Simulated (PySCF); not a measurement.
Compound: (Z)-acetaldoxime, C₂H₅NO.
Numbering: `[CH3:1]/[CH:2]=[N:3]\[OH:4]` (hydrogens: H5, H6, H7 on C1; H8 on C2; H9 on O4)

Cartesian coordinates in Å at the PBE0-D3(BJ)/def2-SVP level; atoms count from 1:
```
atom  x, y, z in Å
C1    -0.5059   -0.8878    0.4173
C2    -0.5756    0.5222   -0.0590
N3     0.3762    1.2396   -0.5094
O4     1.5817    0.5873   -0.5434
H5     0.5140   -1.2823    0.3421
H6    -1.1833   -1.5247   -0.1744
H7    -0.8419   -0.9542    1.4647
H8    -1.5399    1.0440   -0.0375
H9     2.1746    1.2559   -0.9004
```

Theory: core-valence-separated Tamm–Dancoff BHandHLYP/aug-pcX-1 (pcseg-1 on H) in PySCF, non-relativistic, gas phase, PBE0-D3(BJ)/def2-SVP geometry.

Computed nitrogen K-edge spectrum, Gaussian lines of 0.8 eV full width, highest printed point 100; it ends one width below the last computed root. The energies are unshifted.

photon energy (eV), absorption and a bar:
```
    396.6          0 
    396.8          3 #
    397.0         11 ###
    397.2         33 ##########
    397.4         68 ####################
    397.6         98 #############################
    397.8        100 ##############################
    398.0         72 ######################
    398.2         37 ###########
    398.4         13 ####
    398.6          3 #
    398.8          1 
    399.0          0 
    399.2          0 
    399.4          0 
    399.6          0 
    399.8          1 
    400.0          3 #
    400.2         13 ####
    400.4         34 ##########
    400.6         63 ###################
    400.8         83 #########################
    401.0         78 #######################
    401.2         51 ###############
    401.4         24 #######
    401.6          8 ##
    401.8          3 #
    402.0          4 #
    402.2          9 ###
    402.4         13 ####
    402.6         14 ####
    402.8         12 ####
    403.0         10 ###
    403.2          9 ###
    403.4          9 ###
    403.6          8 ##
```

Q: Assign the maxima to core holes.

A: 3 maxima:
- 397.7 eV: N3 (oxime nitrogen), 397.71 eV, f = 0.065, 100 % of the height at the exact maximum
- 400.9 eV: N3 (oxime nitrogen), 400.86 eV, f = 0.053, 100 % of the height at the exact maximum
- 402.6 eV: N3 (oxime nitrogen), 402.53 eV, f = 0.009, 96 % of the height at the exact maximum

Roots within 0.03 eV on the same or equivalent atoms count as one line; shares under 12 % aren't listed.

Vibrational structure and lifetime widths aren't in the curve. The ionisation threshold wasn't computed; near and above it a finite basis only mimics Rydberg series and continuum.

Time: 5.9 s; peak memory 0.59 GiB. Hardware: an Intel Xeon at 2.60 GHz with one thread, no GPU (shared host).

One conformer stands for the species.
